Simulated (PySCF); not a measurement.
Species: C₄H₄N₂.
Atom-mapped SMILES: `[H]/[N:4]=[C:3](/[CH:2]=[CH2:1])[C:5]#[N:6]` (hydrogens: H7, H8 on C1; H9 on C2; H10 on N4)

Computed with MP2 and CCSD/aug-cc-pVDZ in PySCF, restricted Hartree–Fock reference, 6 core orbitals frozen, non-relativistic, gas phase, PBE0-D3(BJ)/def2-SVP geometry.

E(HF) = -262.68359 Eh.

(1) How large is the problem?

(2) What are the MP2 and CCSD correlation energies?

(3) What is the T1 diagnostic?

(4) How does correlation change the dipole moment?

Answers

(1) 174 basis functions and 42 electrons; 6 orbitals frozen, which leaves o = 15 correlated occupied and v = 153 virtual orbitals. That is o·v = 2295 singles and o·v(o·v + 1)/2 = 2634660 distinct closed-shell doubles amplitudes before symmetry; the costliest CCSD step grows as o²v⁴ = 1.2 × 10^11.

(2) MP2 -0.8636 Eh and CCSD -0.8948 Eh, which gives totals of -263.54719 and -263.57836 Eh. That is 0.812 eV for each correlated electron at CCSD (2349 kJ/mol in all, 0.339 % of the total energy); MP2 gives 96.5 % of the CCSD value.

(3) 0.0134, below the customary warning level of 0.02. It is the norm of the spatial-orbital singles amplitudes over the root of the number of correlated electrons, so the norm is 0.073.

(4) HF gives 2.23 D and CCSD (unrelaxed density) 1.95 D, a change of -0.28 D.

Connected triples and the basis-set limit are missing.

Shape of the structure used: `[H]/[N:4]=[C:3](/[CH:2]=[CH2:1])[C:5]#[N:6]`: C1–C2–C3–N4 180°.

One conformer stands for the species.
